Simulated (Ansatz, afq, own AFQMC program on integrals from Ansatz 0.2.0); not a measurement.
S, triplet in aug-cc-pVTZ, levels against CCSDT(Q)

A free S atom.

Basis aug-cc-pVTZ. Noble-gas cores (and the filled d shells of Ga–Kr and In–Xe) are frozen. Ansatz 0.2.0 and our own AFQMC program on the same integrals; the CISD trial comes from CCSD amplitudes, and released means the phaseless constraint is let go. Free AFQMC starts from the CCSD state and is never constrained. Its projection time is finite, and what remains of the start isn't in its error. Uncertainties: one standard error, sampling alone.

Determinant: UHF, the one that the program's search chose, which needn't be the lowest solution.

No full CI on the walks' own integrals is used here; CCSDT(Q) serves as the reference and is uncertain by about the last step of the cluster series.

Cautions: the ph-AFQMC/HF walk drifts between its halves (2.9 errors).

* T1 diagnostic: 0.0099
* weight of the determinant in the CISD state: 0.930
* ⟨S²⟩ of the determinant: 2.013
* size of the correlated space: 6 electrons in 45 orbitals

```
  level  correlation energy (eV)
    MP2                  -3.2233
   CCSD                  -3.8446
CCSD(T)                  -3.9802
```

(1) Estimate where free-projection AFQMC lies against CCSD(T) on the same integrals.

(1) 2.8 ± 0.2 kJ/mol below CCSD(T).

Reference: CCSDT(Q), correlation energy -4.006 eV. The released energy is read at 1.50 1/Eh (meV from the phaseless value at times in 1/Eh: -7 ± 3 at 0.24, -6.7 ± 1.5 at 0.50, -10.0 ± 2.0 at 1.00, -8.0 ± 1.6 at 1.50).

```json
{"level": "CCSD(T)", "E − E(reference) (kJ/mol)": "2.5", "share of correlation (%)": "99.35"}
{"level": "CCSDT", "E − E(reference) (kJ/mol)": "0.4", "share of correlation (%)": "99.90"}
{"level": "ph-AFQMC/HF", "E − E(reference) (kJ/mol)": "10.1 ± 1.1", "share of correlation (%)": "97.38"}
{"level": "ph-AFQMC/CISD", "E − E(reference) (kJ/mol)": "0.9 ± 0.1", "share of correlation (%)": "99.76"}
{"level": "released AFQMC", "E − E(reference) (kJ/mol)": "0.2 ± 0.2", "share of correlation (%)": "99.95"}
{"level": "free AFQMC", "E − E(reference) (kJ/mol)": "-0.2 ± 0.2", "share of correlation (%)": "100.06"}
```

Free projections are given only where their last times agree within the noise and don't stop above the reference; a slow remainder of the start can still hide under it. A walk keeps the symmetry of its determinant, which the program's search chose and which needn't be the lowest solution, so a lower state of the same spin and another symmetry isn't excluded. Released energies are given only where the last usable release times agree within the noise; a slower fall can still hide under it.
